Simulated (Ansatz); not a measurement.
# CH (charge +1): comparison of methods with full CI from a Python script

The task here is to estimate one member of a computed series from the others.

Program: Ansatz 0.2.0, driven from Python. The levels of theory stand in the script. These are calculated values, not measurements.

## The structure

Bond lengths: H1–C2 1.130 Å.

The script holds or builds the structure itself.

Set-up of the first run:

File ch.py:

```python
# -*- coding: utf-8 -*-
import ansatz as az

BASIS_SET = "cc-pVDZ"
NET_CHARGE = 1

geometry_ang = [
    ("H", (0.0, 0.0, 0.0)),
    ("C", (0.0, 0.0, 1.13)),
]
ch = az.Crystal.molecule()
for symbol, xyz in geometry_ang:
    ch = ch.atom(symbol, xyz)

calculation = ch.calculation()
calculation = calculation.basis(gaussian=BASIS_SET).charge(NET_CHARGE)
calculation = calculation.scf(lower_state_search="standard")
exact = calculation.correlation("fci").run().report
print(f"full CI {exact['free_energy_ev'] / 27.211386246:.7f} Ha over {exact['configurations']['states'][0]['n_determinants']} determinants")
print("natural occupations", [round(n, 4) for n in exact["configurations"]["natural_occupations"]])
print(f"hf       misses {1000 * (exact['reference_energy_ev'] - exact['free_energy_ev']) / 27.211386246:9.3f} mHa")
for method in ["mp2", "ccsd", "ccsd_t", "bccd_t"]:
    e = calculation.correlation(method).run().report["free_energy_ev"]
    print(f"{method:8s} misses {1000 * (e - exact['free_energy_ev']) / 27.211386246:9.3f} mHa")
```

Launch:

```sh
python ch.py
```

Among the steps run: Running it.

One of the session's tables, all rows but one given; the rest of the session is left out.

Correlation energies (total less mean field):

```
method  correlation (eV)
   mp2                 ?
  ccsd            -2.709
ccsd_t            -2.747
bccd_t            -2.747
```

**Question.** Estimate the row for mp2.

The run gave: correlation (eV): -1.861. In the column «correlation (eV)» it is the highest.

Limits of these values: Against full CI in this basis, ccsd_t comes nearest; 1.6 mHa is 1 kcal/mol. mp2 catches 68 % of the correlation energy of bccd_t. Full CI is exact only within this small basis and its frozen core, at an unrelaxed geometry.
